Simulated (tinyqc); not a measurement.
Inside a calculation. Method: geometry optimisation on the PBE/sto-3g surface (energies and gradients from PySCF), for H2O, spin multiplicity 1. Computed by tinyqc, a small Python program that keeps every step (integrals from PySCF). Settings: charge = 0, multiplicity = 1, basis = sto-3g, functional = pbe,pbe, optimiser = bfgs, first Hessian = 1.0, largest step = 0.1, iteration cap = 30. Command: `OMP_NUM_THREADS=1 python tinyqc.py 28206 28207 out.jsonl` (the two numbers bound the seeds that draw the settings). One thread of a shared host (Intel(R) Xeon(R) Processor @ 2.60GHz), about 3 s of CPU time with the checks.

## Step 1: energy and gradient

positions at the start (bohr):
```
          x        y        z
1O   0.0680  -0.0038  -0.1209
2H   0.0983   1.3190   1.2737
3H  -0.0661  -1.2680   1.2793
```

Self-consistent energy and analytic gradient at these positions.

energy = -75.231357 hartree

gradient (hartree/bohr):
```
            x          y          z
1O  -0.001080  -0.012254   0.007755
2H  -0.002658  -0.040102   0.002935
3H   0.003734   0.052359  -0.010685
```

## Step 1: move

Quasi-Newton step p = -H^(-1) g (first H = 1 times the unit matrix); steps longer than 0.1 bohr are cut back.

positions after step 1 (bohr):
```
          x        y        z
1O   0.0691   0.0085  -0.1287
2H   0.1009   1.3591   1.2707
3H  -0.0699  -1.3204   1.2900
```

## Step 2: energy and gradient

As before.

energy = -75.234782 hartree

gradient (hartree/bohr):
```
            x          y          z
1O   0.000670   0.001172  -0.015592
2H  -0.001969  -0.026586   0.007308
3H   0.001294   0.025420   0.008287
```

## Step 2: move

inverse Hessian in use (bohr^2/hartree):
```
         1        2        3        4        5        6        7        8
1   0.9993  -0.0048   0.0094  -0.0001  -0.0026  -0.0021   0.0008   0.0074
2  -0.0048   0.9770   0.0873   0.0059   0.0739  -0.0317  -0.0011  -0.0509
3   0.0094   0.0873   0.8987   0.0120   0.1914   0.0026  -0.0215  -0.2787
4  -0.0001   0.0059   0.0120   1.0036   0.0517  -0.0095  -0.0036  -0.0576
5  -0.0026   0.0739   0.1914   0.0517   1.7296  -0.1394  -0.0490  -0.8036
6  -0.0021  -0.0317   0.0026  -0.0095  -0.1394   1.0165   0.0116   0.1711
7   0.0008  -0.0011  -0.0215  -0.0036  -0.0490   0.0116   1.0028   0.0501
8   0.0074  -0.0509  -0.2787  -0.0576  -0.8036   0.1711   0.0501   1.8546
9  -0.0073  -0.0556   0.0987  -0.0026  -0.0521  -0.0191   0.0099   0.1077

         9
1  -0.0073
2  -0.0556
3   0.0987
4  -0.0026
5  -0.0521
6  -0.0191
7   0.0099
8   0.1077
9   0.9204
```

Quasi-Newton step p = -H^(-1) g (the inverse Hessian comes from BFGS updates; coordinates in the order x, y, z of each atom); steps longer than 0.1 bohr are cut back (factor 0.924 here).

positions after step 2 (bohr):
```
          x        y        z
1O   0.0685   0.0123  -0.1053
2H   0.1056   1.4247   1.2566
3H  -0.0739  -1.3898   1.2808
```

## Step 3: energy and gradient

As before.

energy = -75.237591 hartree

gradient (hartree/bohr):
```
            x          y          z
1O   0.000995   0.004807  -0.018056
2H  -0.000872  -0.009664   0.006716
3H  -0.000129   0.004867   0.011341
```

## Step 3: move

inverse Hessian in use (bohr^2/hartree):
```
         1        2        3        4        5        6        7        8
1   0.9997  -0.0052   0.0002  -0.0015  -0.0221   0.0029   0.0019   0.0273
2  -0.0052   0.9704   0.0874   0.0033   0.0354  -0.0283   0.0019  -0.0058
3   0.0002   0.0874   1.1416   0.0453   0.6388  -0.1234  -0.0454  -0.7263
4  -0.0015   0.0033   0.0453   1.0072   0.0979  -0.0254  -0.0057  -0.1012
5  -0.0221   0.0354   0.6388   0.0979   2.3287  -0.3515  -0.0755  -1.3645
6   0.0029  -0.0283  -0.1234  -0.0254  -0.3515   1.0801   0.0224   0.3799
7   0.0019   0.0019  -0.0454  -0.0057  -0.0755   0.0224   1.0038   0.0736
8   0.0273  -0.0058  -0.7263  -0.1012  -1.3645   0.3799   0.0736   2.3708
9  -0.0031  -0.0591  -0.0183  -0.0199  -0.2874   0.0433   0.0230   0.3466

         9
1  -0.0031
2  -0.0591
3  -0.0183
4  -0.0199
5  -0.2874
6   0.0433
7   0.0230
8   0.3466
9   0.9750
```

Quasi-Newton step p = -H^(-1) g (the inverse Hessian comes from BFGS updates; coordinates in the order x, y, z of each atom); steps longer than 0.1 bohr are cut back.

positions after step 3 (bohr):
```
          x        y        z
1O   0.0672   0.0105  -0.0744
2H   0.1091   1.4709   1.2415
3H  -0.0761  -1.4342   1.2649
```

## Convergence

Stop when the largest gradient component is below 3e-5 hartree/bohr. The inverse Hessian follows the BFGS update with s = step, y = change of gradient.

Course of the optimisation:
```
step  E (hartree)  largest gradient (hartree/bohr)
1      -75.231357                         5.24e-02
2      -75.234782                         2.66e-02
3      -75.237591                         1.81e-02
4      -75.238471                         8.15e-03
5      -75.238545                         2.26e-03
6      -75.238551                         1.72e-04
7      -75.238551                         1.48e-05
```

Final distances (angstrom):
```
pair   distance
2H-1O    1.0375
3H-1O    1.0375
3H-2H    1.5440
```

Converged in 7 steps.
